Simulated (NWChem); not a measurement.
CH$_{6}$Si; SMILES [SiH3]C

Program: NWChem. All runs use the structure optimised with PBE0/def2-SVP. Ions are spin-unrestricted doublets at the neutral geometry; other ion states weren't tried.

For level PBE/def2-SVP:

```yaml
vertical ionisation energy, ΔSCF (eV): 11.23
"−ε(HOMO) (eV)": 7.86
```

Task: Estimate the same quantities for level PBE0/def2-SVP.

Result: The vertical ionisation energy, ΔSCF (eV) is 11.58 and the −ε(HOMO) (eV) is 9.22.
